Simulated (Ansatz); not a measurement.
A calculation on double-hcp La returned lattice constant a 3.660 Å, lattice parameter c 11.727 Å.

For reference: lattice constant a 3.774 Å (measured, 293 K, not corrected to a static lattice; as tabulated in Wikipedia's data pages); lattice parameter c 12.171 Å (measured, 293 K, not corrected to a static lattice; as tabulated in Wikipedia's data pages).

Task: Which level of theory produced these numbers?
(A) rVV10 (Ansatz, a first-principles code)
(B) r²SCAN-D4 (Ansatz)
(C) PBEsol+SOC (Ansatz)
(D) PBE0 (Ansatz)

Result: C, PBEsol+SOC (Ansatz)

The others give: PBE0 3.849 Å, 12.176 Å; rVV10 3.782 Å, 12.167 Å; r²SCAN-D4 3.765 Å, 12.006 Å.

Unless a cell is named, each level is at its own relaxed cell (PBE0 39.06, PBEsol+SOC 34.00, r²SCAN-D4 36.84, rVV10 37.67 Å³/atom).

Ansatz's density-functional and Hartree–Fock values are scalar-relativistic unless marked +SOC, with PAW data made under PBE.
